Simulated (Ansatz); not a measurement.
```
atom    x (Å)   y (Å)   z (Å)
   N   0.5500  0.0000  3.3000
   N  -0.5500  0.0000  3.3000
   F   0.7100  0.0000  0.0000
   F  -0.7100  0.0000  0.0000
```

RHF on singlet N2F2 was run in several spherical basis sets with Ansatz (development build ahead of 0.2.0).

Question: Rank the basis sets by the total energy that they give, lowest first, with the distance from the lowest.
A. 6-31G
B. def2-SVP
C. cc-pVDZ

Answer: C (0.00 eV), A (3.40 eV), B (7.65 eV).

Totals follow the description of the cores as much as that of the bonds, so this order isn't one of quality for chemistry.
